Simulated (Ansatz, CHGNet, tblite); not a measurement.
How well does each level of theory give the LA phonon frequency at L of zinc-blende ZnSe?

Reference value: 164 cm⁻¹ (measured, temperature not stated, no zero-point or thermal correction; as tabulated in Talwar et al. (2016), doi:10.1080/14686996.2016.1222495).

What do GFN1-xTB, CHGNet-r²SCAN, LDA, PBE, r²SCAN give, and how far is each from the reference?


| level (code) | value (cm⁻¹) | cell (Å³/atom) | difference (%) |
|---|---|---|---|
| GFN1-xTB (tblite) | 132 | 25.26 | -19.5 |
| CHGNet-r²SCAN (CHGNet) | 113 | 22.63 | -31 |
| LDA (Ansatz) | 175 | 21.57 | +6.7 |
| PBE (Ansatz) | 165 | 23.55 | +0.6 |
| r²SCAN (Ansatz) | 173 | 22.73 | +5.5 |

Of these levels PBE (+0.6 %) comes nearest. CHGNet-r²SCAN (-31 %) misses by most. Of these only PBE lands within 5 %.

The measured value isn't corrected to a static lattice, so vibrations enter the comparison.  GFN1-xTB: the method was fitted mainly to molecules. GFN1-xTB: the run uses a supercell at the zone centre in place of a k mesh. Each level is taken at its own relaxed cell. Cutoffs and k meshes differ between the levels. Ansatz's density-functional and Hartree–Fock values are scalar-relativistic unless marked +SOC, with PAW data made under PBE.

Machine-learned potentials (CHGNet-r²SCAN) are trained on DFT data, which may include these solids.

Differences are worked out from the printed values.

Ansatz is a first-principles code.
